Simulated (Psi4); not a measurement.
# BHSCl (SMILES S[B]Cl) at U-r2SCAN/cc-pVDZ (sweep point 1)

Aim: the energy change on altering one bond length of BHSCl at U-r2SCAN/cc-pVDZ (sweep point 1), from 2 runs. 

The calculation is run with Psi4 1.11.

**1. Starting point**

The species is BHSCl (4 atoms), meant as a doublet with charge 0. SMILES: `S[B]Cl`. Geometry: relaxed at PBE0-D4/def2-TZVP.

Bond lengths: S1–B2 1.766 Å, B2–Cl3 1.722 Å, S1–H4 1.344 Å. Angles: S1–B2–Cl3 124.8°, B2–S1–H4 96.3°.

**2. The energy at U-r2SCAN/cc-pVDZ (sweep point 1)**

Contents of input.inp:

```
memory 1600 MB

molecule system {
  0 2
  S      1.07034088    -1.49118288     1.00420046
  B     -0.56616195     0.89894272    -0.65346729
  Cl    -3.80609739     1.16407129    -0.80747997
  H      3.40698723    -0.68578161     0.41838536
  units au
  symmetry c1
}

set basis cc-pVDZ
set reference uks
set puream true
set scf_type pk
set dft_radial_points 99
set dft_spherical_points 590
set maxiter 100

E, wfn = energy("r2scan", return_wfn=True)
```

Launch:

```
$ psi4 -n 1 input.inp input.out
```

input.out:

```text
[...]
  Running in c1 symmetry.
[...]
  Nuclear repulsion =  106.345080281420010
[...]
  Multiplicity = 2
[...]
  Nalpha       = 20
  Nbeta        = 19
[...]
    Number of basis functions: 55
[...]
   @UKS iter   1:  -883.69437584668435   -1.82803e-02   6.12833e-03 DIIS/ADIIS
[...]
   @UKS iter  10:  -883.77586856256198   -8.95307e-09   3.59416e-07 DIIS
[...]
   @S^2 Observed:                7.549591850E-01
[...]
    Orbital Energies [Eh]
    ---------------------
    Alpha Occupied:
       1A   -101.224485     2A    -88.583675     3A     -9.389131
       4A     -7.885078     5A     -7.131852     6A     -7.126311
       7A     -7.125309     8A     -6.722914     9A     -5.830674
      10A     -5.827449    11A     -5.823841    12A     -0.824142
      13A     -0.733088    14A     -0.483483    15A     -0.412857
      16A     -0.366440    17A     -0.346351    18A     -0.330703
      19A     -0.275621    20A     -0.189167
    Alpha Virtual:
      21A     -0.075810    22A     -0.001059    23A      0.075185
      24A      0.113678    25A      0.225904    26A      0.239962
[...]
  @UKS Final Energy:  -883.77586856256198
   => Energetics <=
    Nuclear Repulsion Energy =            106.3450802814200102
    One-Electron Energy =               -1430.2124137388805138
    Two-Electron Energy =                 498.3892488508745942
    DFT Exchange-Correlation Energy =     -58.2977839559760582
    Empirical Dispersion Energy =           0.0000000000000000
    VV10 Nonlocal Energy =                  0.0000000000000000
    Total Energy =                       -883.7758685625619819
[...]
 Multipole Moments:
 ------------------------------------------------------------------------------------
     Multipole            Electronic (a.u.)      Nuclear  (a.u.)        Total (a.u.)
 ------------------------------------------------------------------------------------
 L = 1.  Multiply by 2.5417464519 to convert [e a0] to [Debye]
 Dipole X            :         -2.7616207            3.2177625            0.4561418
 Dipole Y            :          1.2629923           -1.3650286           -0.1020363
 Dipole Z            :         -0.8577978            0.9249063            0.0671085
 Magnitude           :                                                    0.4722079
[...]
```

It took 13 s on 1 thread of Intel Xeon 6975P-C (Granite Rapids), shared host; peak memory 1.1 GiB.

**3. The distorted shape at the same level**

Contents of calc.in:

```
memory 1600 MB

molecule geom {
  0 2
  S      3.66231002    -1.70328763     1.12741250
  B      2.02580719     0.68683797    -0.53025526
  Cl    -3.80609739     1.16407129    -0.80747997
  H      5.99895637    -0.89788636     0.54159740
  units au
  symmetry c1
}

set basis cc-pVDZ
set reference uks
set puream true
set scf_type pk
set dft_radial_points 99
set dft_spherical_points 590
set maxiter 100

E = energy('r2scan')
```

Launch:

```
$ psi4 calc.in calc.out -n 1
```

calc.out:

```text
[...]
  Running in c1 symmetry.
[...]
  Nuclear repulsion =   80.642346542165512
[...]
  Multiplicity = 2
[...]
  Nalpha       = 20
  Nbeta        = 19
[...]
    Number of basis functions: 55
[...]
   @UKS iter   1:  -883.52919421756451   -2.91245e-01   6.61375e-03 ADIIS/DIIS
[...]
   @UKS iter  14:  -883.64395150432904   -2.30668e-08   4.42308e-07 DIIS
[...]
   @S^2 Observed:                8.665758957E-01
[...]
    Orbital Energies [Eh]
    ---------------------
    Alpha Occupied:
       1A   -101.166256     2A    -88.637705     3A     -9.323385
       4A     -7.940297     5A     -7.074080     6A     -7.058840
       7A     -7.058762     8A     -6.796475     9A     -5.885895
      10A     -5.882542    11A     -5.879154    12A     -0.792632
      13A     -0.712714    14A     -0.509026    15A     -0.427148
      16A     -0.337610    17A     -0.303176    18A     -0.266926
      19A     -0.244711    20A     -0.244386
    Alpha Virtual:
      21A     -0.142277    22A     -0.129273    23A     -0.030023
      24A      0.060759    25A      0.207671    26A      0.271182
[...]
  @UKS Final Energy:  -883.64395150432904
   => Energetics <=
    Nuclear Repulsion Energy =             80.6423465421655123
    One-Electron Energy =               -1378.9612664995709110
    Two-Electron Energy =                 472.7990990178825541
    DFT Exchange-Correlation Energy =     -58.1241305648062223
    Empirical Dispersion Energy =           0.0000000000000000
    VV10 Nonlocal Energy =                  0.0000000000000000
    Total Energy =                       -883.6439515043290385
[...]
 Multipole Moments:
 ------------------------------------------------------------------------------------
     Multipole            Electronic (a.u.)      Nuclear  (a.u.)        Total (a.u.)
 ------------------------------------------------------------------------------------
 L = 1.  Multiply by 2.5417464519 to convert [e a0] to [Debye]
 Dipole X            :         -1.3780579            3.9234918            2.5454339
 Dipole Y            :          0.8184178           -1.4227795           -0.6043618
 Dipole Z            :         -0.5599427            0.9584539            0.3985112
 Magnitude           :                                                    2.6463745
[...]
```

Wall time 15 s (1 thread of Intel Xeon 6975P-C (Granite Rapids), shared host); peak memory 1 GiB.

**4. Outcome**

Level: U-r2SCAN/cc-pVDZ (sweep point 1).

| quantity | value |
| --- | --- |
| first shape: total energy | -883.77587 Eh |
| first shape: dipole moment | 1.20 D |
| first shape: HOMO energy (highest over α and β) | -5.15 eV |
| first shape: LUMO energy (lowest over α and β) | -2.06 eV |
| first shape: ⟨S²⟩ | 0.755 |
| distorted shape: total energy | -883.64395 Eh |
| distorted shape: dipole moment | 6.73 D |
| distorted shape: HOMO energy (highest over α and β) | -6.36 eV |
| distorted shape: LUMO energy (lowest over α and β) | -5.27 eV |
| distorted shape: ⟨S²⟩ | 0.867 |
| energy change with the B2–Cl3 bond stretched from 1.722 to 3.100 Å | 3.590 eV |

**Reading.** With the B2–Cl3 bond stretched from 1.722 to 3.100 Å the energy rises by 3.59 eV (83 kcal/mol). The first shape isn't relaxed at this level, so the change isn't measured from a minimum. ⟨S²⟩ (distorted shape) is 0.87 where a pure doublet has 0.75: the reference is spin-contaminated.
